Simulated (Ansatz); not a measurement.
A CCSD(T) single point on CHF2 (`F[CH]F`) radical.

```yaml
crystal:
  periodic: [false, false, false]
  atoms:
    - {symbol: F, position_ang: [-1.208179, 0.264628, -0.141740]}
    - {symbol: C, position_ang: [0.038600, 0.063418, 0.244449]}
    - {symbol: F, position_ang: [0.433137, -1.166761, -0.029587]}
    - {symbol: H, position_ang: [0.736452, 0.838715, -0.073122]}
basis:
  gaussian: {orbitals: def2-TZVPP}
magnetization: {spin_polarized: true, initial_magnetization: 1}
correlation: {method: ccsd_t}
scf: {omitted_lower_state_checks: [cluster_reference]}
output: {orbitals: {seedname: orbitals}}
```

```sh
$ ansatz run in.yaml --threads 2 --pin off --events-out ev --progress --plain
```

Output of Ansatz, abridged:

```
Functional definition: HF
700 factors; integrals over basis functions are off by at most 1.0e-3 eV
mean field evaluation 1: about -6457.4621 eV, gradient 2.0e1 eV
mean field evaluation 2: about -6457.4663 eV, gradient 2.0e1 eV
mean field evaluation 4: about -6459.2085 eV, gradient 2.7e0 eV
mean field evaluation 8: about -6459.2919 eV, gradient 1.7e-1 eV
mean field -6459.29233627 eV, -237.3746150923 hartree, gradient 2.4e-6 eV, S^2 0.756096; 0 other end points of the search recorded, 0 dependent functions left out
3 core orbitals not correlated: weight in the atoms' cores, before any rotation towards them, 1.000 or more for the frozen orbitals, at most 0.000 for the correlated occupied ones
reference -6459.29233627 eV, -237.3746150923 hartree; 10, 9 occupied and 94, 95 virtual orbitals, 700 factors
second order -17.23780865 eV of doubles, -0.00000000 eV of singles
cycle   1  -17.08781417 eV  change    1.5e-1 eV  update   8.5e-2
cycle   2  -17.44899861 eV  change   -3.6e-1 eV  update   2.5e-2
cycle   3  -17.54194373 eV  change   -9.3e-2 eV  update   1.5e-2
cycle   4  -17.53142040 eV  change    1.1e-2 eV  update   4.7e-3
cycle   5  -17.53048029 eV  change    9.4e-4 eV  update   2.2e-3
cycle   6  -17.53184119 eV  change   -1.4e-3 eV  update   6.0e-4
cycle   7  -17.53173644 eV  change    1.0e-4 eV  update   2.3e-4
cycle   8  -17.53171107 eV  change    2.5e-5 eV  update   9.3e-5
cycle   9  -17.53172946 eV  change   -1.8e-5 eV  update   3.7e-5
cycle  10  -17.53171128 eV  change    1.8e-5 eV  update   1.5e-5
perturbative correction -0.53548988 eV, -0.0196788900 hartree
Total energy: -6477.35953743 eV, -238.0385724884 hartree
Checks for a lower state left out: cluster_reference
```

It took 25 s on 2 threads of a server CPU on a shared host, with 0.91 GiB of host memory at the peak.

The correlation energy is -18.067 eV, 3.0 % of it from (T); the T1 diagnostic reads 0.0152.
